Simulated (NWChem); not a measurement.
Lowest excitation of butadiene (C$_{4}$H$_{6}$)

```
C
C 1 1.3403
H 2 1.0925 1 121.62
H 2 1.0947 3 117.11 1 180.00
H 1 1.0970 2 119.30 3 0.00
C 1 1.4547 5 116.36 2 180.00
C 6 1.3403 1 124.34 5 0.00
H 7 1.0925 6 121.62 1 180.00
H 7 1.0947 8 117.11 6 180.00
H 6 1.0970 7 119.30 8 0.00
```
Charge 0, spin multiplicity 1.

Everything below was run with NWChem. Structure: optimised with PBE0/def2-SVP, a minimum by its harmonic frequencies. It is one conformer; others weren't searched.

Basis set: def2-SVP.

Relative cost: rough, from shared machines, SCF included, CIS = 1.

The correlated methods keep 4 core orbitals frozen. B3LYP has NWChem's definition, with VWN1-RPA local correlation. Coupled-cluster values serve here as a point of comparison, not as the truth.

| method | lowest vertical singlet excitation energy (eV) | relative cost |
|---|---|---|
| TD-B3LYP | 5.96 | 6 |
| TD-PBE | ___ | 3 |
| EOM-CCSD | ___ | 30 |
| TDA-BHandHLYP | 6.63 | 4 |
| CIS | ___ | 1 |

Q: Complete the blanks.

A: 
- TD-PBE, lowest vertical singlet excitation energy (eV): 5.82
- EOM-CCSD, lowest vertical singlet excitation energy (eV): 6.99
- CIS, lowest vertical singlet excitation energy (eV): 6.68
